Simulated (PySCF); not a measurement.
# Fluorine: a sound run and one with changed settings

Sound run: F [He] 2s2 2p5, F⁺ [He] 2s2 2p4. All numbers are calculated (PySCF 2.14, scalar relativity by spin-free X2C-1e, in x2c-TZVPall (5s3p2d1f, 31 functions)). The sound run starts from symmetry-adapted Hartree-Fock orbitals and uses a fine grid where one is needed.

Changed run: 26 angular points. This setting is unsound on purpose.

| species | method | sound run (hartree) | changed run (hartree) | converged |
| --- | --- | --- | --- | --- |
| F | UHF | -99.49886 | -99.49886 | yes |
| F | PBE0 | -99.76459 | -99.76421 | yes |
| F | BP86 | -99.85069 | -99.85014 | yes |
| F⁺ | UHF | -98.92406 | -98.92406 | yes |
| F⁺ | PBE0 | -99.12479 | -99.12403 | yes |
| F⁺ | BP86 | -99.19930 | -99.19823 | yes |

Ionisation energy of F:

```
method  sound run (eV)  changed run (eV)
   UHF          15.641            15.641
  PBE0          17.410            17.420
  BP86          17.725            17.739
```

A coarse angular grid integrates products of high-l functions wrongly, so density functionals can shift, and the SCF can exploit the error; Hartree-Fock and MP2 need no grid.

For comparison, NIST gives 17.423 eV between the lowest levels.
